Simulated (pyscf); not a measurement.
# Elimination: `[AsH2][AsH2]` → `[AsH]=[AsH]` + `[H][H]`

Gas phase, singlet surface, charge 0. Bonds broken: As1–H3, As2–H5. Bonds formed: H3–H5. Optimised with ωB97X-D3(BJ)/def2-SVP in PySCF.

Transition state (Å):

```xyz
6

As    -0.6442    -0.1928     0.5644
As     1.1808     0.9030    -0.5599
H      1.1864    -1.0961     0.9386
H     -0.3540    -1.6031     0.0981
H      1.7289    -0.9169     0.2741
H      2.1896     0.8263     0.5657
```

One imaginary mode, 1063i cm⁻¹; descent along it reached the two sides named.

```
bond    change  reactant side (Å)  saddle  product side
------  ------  -----------------  ------  ------------
As1–H3  breaks              1.518   2.075           4.1
As2–H5  breaks              1.518   2.076           4.1
H3–H5    forms                2.8   0.876         0.760
```

Electronic energies relative to the reactant's lowest minimum found (eV):

| level | barrier | reaction energy | reverse barrier |
|---|---|---|---|
| ωB97X-D3(BJ)/def2-TZVP | 3.72 | +1.10 | 2.61 |
| PBE/def2-TZVP | 3.01 | +0.87 | 2.14 |
| r²SCAN/def2-TZVP | 3.31 | +0.95 | 2.36 |
| B3LYP-D3(BJ)/def2-TZVP | 3.27 | +0.89 | 2.38 |
| PBE0-D3(BJ)/def2-TZVP | 3.38 | +1.05 | 2.33 |
| M06-2X/def2-TZVP | 3.47 | +0.91 | 2.55 |
| ωB97M-D3(BJ)/def2-TZVP | 3.53 | +1.02 | 2.51 |
| HF/def2-TZVP | 4.44 | +1.09 | 3.35 |

With ωB97M-D3(BJ)/def2-TZVP energies and thermal terms (ideal gas, 1 atm, RRHO with modes under 100 cm⁻¹ raised to 100, one conformer, R ln 2 for chiral ones without a mode under 150 cm⁻¹), in eV:

| T (K) | ΔH‡ | ΔG‡ | ΔH | ΔG |
|---|---|---|---|---|
| 298 | 3.41 | 3.41 | +0.91 | +0.59 |
| 600 | 3.40 | 3.42 | +0.93 | +0.24 |
| 900 | 3.39 | 3.43 | +0.92 | -0.10 |
| 1200 | 3.37 | 3.45 | +0.90 | -0.44 |

The same reactants have a lower exit, to AsH₂• + AsH₂• (no saddle counted: cutting one bond costs +2.16 eV at ωB97M-D3(BJ)/def2-TZVP, against +3.53 eV here). This is the saddle that the search found; another between the same sides may lie lower. A restricted solution here is unstable towards spin polarisation, so biradical character is likely and single-reference numbers are less safe. Elements up to Kr have no core potential and no relativistic terms here.
